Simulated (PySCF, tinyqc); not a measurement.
Worked calculation: CCD on RHF in the sto-6g basis, frozen core, for LiH, spin multiplicity 1. The lowest restricted solution is unstable here: a spin-polarised one lies 0.0136 hartree lower (PySCF). One step of it, computed by the program tinyqc.

Question. CCD: starting amplitudes. t_ij^ab = <ij||ab> / (e_i + e_j - e_a - e_b), whose energy is MP2.

orbital energies (hartree): MO1 -2.411899, MO2 -0.221665, MO3 0.067713, MO4 0.156480, MO5 0.156480, MO6 0.347430

Two-electron integrals over orbitals (pq|rs), unique and non-zero (hartree); the lowest 1 orbital is frozen and left out:
```
(22|22) 0.441815    (32|22) -0.062948   (32|32) 0.024995    (33|22) 0.210255
(33|32) 0.016561    (33|33) 0.324956    (42|42) 0.020433    (43|42) 0.020727
(43|43) 0.041689    (44|22) 0.236463    (44|32) 0.017348    (44|33) 0.278770
(44|44) 0.313125    (52|52) 0.020433    (53|52) 0.020727    (53|53) 0.041689
(54|54) 0.016875    (55|22) 0.236463    (55|32) 0.017348    (55|33) 0.278770
(55|44) 0.279374    (55|55) 0.313125    (62|22) 0.106881    (62|32) -0.048925
(62|33) -0.019020   (62|44) -0.042040   (62|55) -0.042040   (62|62) 0.133668
(63|22) -0.061106   (63|32) 0.020557    (63|33) 0.037223    (63|44) 0.010135
(63|55) 0.010135    (63|62) -0.041668   (63|63) 0.033636    (64|42) -0.017721
(64|43) -0.011288   (64|64) 0.018849    (65|52) -0.017721   (65|53) -0.011288
(65|65) 0.018849    (66|22) 0.410099    (66|32) -0.048733   (66|33) 0.238411
(66|44) 0.255593    (66|55) 0.255593    (66|62) 0.085349    (66|63) -0.045956
(66|66) 0.402472
```

Give: Starting amplitudes; correlation energy.

Answer.

Starting amplitudes (spin orbitals 1a, 1b, ...; amplitudes related by a flip of all spins are not repeated):

| from | to | t |
|---|---|---|
| 2a 2b | 6a 6b | -0.1174 |
| 2a 2b | 3a 6b | 0.0570 |
| 2a 2b | 3a 3b | -0.0432 |
| 2a 2b | 5a 5b | -0.0270 |
| 2a 2b | 4a 4b | -0.0270 |

correlation energy = -0.023458 hartree
